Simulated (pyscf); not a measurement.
`[PH3]` + `[GaH]` [singlet] -> `[PH2][GaH2]`, an insertion (singlet surface; H–P broken, Ga–P, Ga–H formed). PySCF, gas phase, ωB97X-D3(BJ)/def2-SVP geometries. MP2 and CC: frozen core, UHF for open shells. ΔMP2 is the change of the MP2 total energy from the triple- to the quadruple-zeta basis. Energies in kJ/mol from the separated reactants.

Small-basis levels: PySCF, no dispersion term, spherical d functions. AM1 to PM7: differences of heats of formation from MOPAC. GFN2-xTB: tblite. Cost: rough CPU time at the saddle relative to B3LYP/6-31G*+LANL2DZ, from one job on a shared machine.

| level | barrier | reaction energy | cost |
|---|---|---|---|
| HF/STO-3G | 114.1 | -346.9 | 0.2 |
| BP86/6-31G*+LANL2DZ | 92.5 | -107.6 | 1 |
| B3LYP/STO-3G | … | -337.0 | 2 |
| B3LYP/3-21G | 60.8 | -170.3 | 1.0 |
| GFN2-xTB | … | -46.4 | under 0.02 |
| PM3 | -24.3 | -83.3 | under 0.02 |
| PM6 | -360.0 | -727.2 | under 0.02 |
| CCSD(T)/def2-TZVPP + ΔMP2(QZVPP) | … | -118.9 | – |

Problem. Some entries are withheld; supply them.

Solution. 
- B3LYP/STO-3G, barrier: -35.3
- GFN2-xTB, barrier: 129.0
- CCSD(T)/def2-TZVPP + ΔMP2(QZVPP), barrier: 101.8

Against the last row the barrier runs from -461.9 (PM6) to +27.1 kJ/mol (GFN2-xTB). At B3LYP/STO-3G, PM3, PM6 this geometry lies under one side, so the entry may be no barrier of that level: it is a single point on another level's saddle. CCSD(T)/def2-TZVPP + ΔMP2(QZVPP) has limits of its own. On the reactant side the descent ends in an adduct with a Ga–P contact, 41.2 kJ/mol under the separated species and 156.7 kJ/mol under the saddle at ωB97X-D3(BJ)/def2-TZVP. What is counted as formed (Ga–P) is already present as a longer contact in the reactant adduct; forming that adduct is a step of its own. At ωB97X-D3(BJ) the barrier from the zero used here is 115.6 kJ/mol. This is the saddle that the search found; another between the same sides may lie lower. The CCSD(T) − MP2 part came from Ansatz, without density fitting, on the same reference. The frozen core leaves the outer d or s,p core shells of the metals and heavy elements correlated in the MP2 and CC values, and def2-TZVPP describes them poorly, which can shift differences by a few kcal/mol. In the def2 sets elements up to Kr have no core potential.
